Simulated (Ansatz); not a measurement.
SiO2. Charge 0, multiplicity 3. Geometry PBE0-D4/def2-TZVP, that of the charge +1 doublet; atoms count from 1.

```xyz
3

Si    0.460   -0.995   -0.004
O    -0.257    0.487   -0.666
O    -0.202    0.508    0.670
```

The structure holds 1 bond(s) between oxygen atoms. At PBE0-D4/def2-TZVP a singlet of charge 0 lies 1.54 eV below the triplet at the same geometry. Another isomer (doublet) lies 0.25 eV lower at r2SCAN-D4/def2-TZVP.

Question: Estimate the Mulliken populations from the PBE0/def2-TZVP orbitals of Ansatz.

Answer: 
```
atom  charge (e)  spin (α − β)
 Si1        0.06          0.97
  O2       -0.03          0.52
  O3       -0.03          0.52
```
Mulliken values and Mayer orders depend strongly on the basis.

Question: Where does the spin sit?

Answer: Summed by element: Si 0.97, O 1.03, of 2 unpaired in all. Largest on single atoms: Si1 0.97, O2 0.52, O3 0.52.

Question: And the Mayer bond orders between bonded heavy atoms (over 0.3)?

Answer: Si1–O2 0.65 (1.78 Å); Si1–O3 0.65 (1.78 Å); O2–O3 1.30 (1.34 Å).
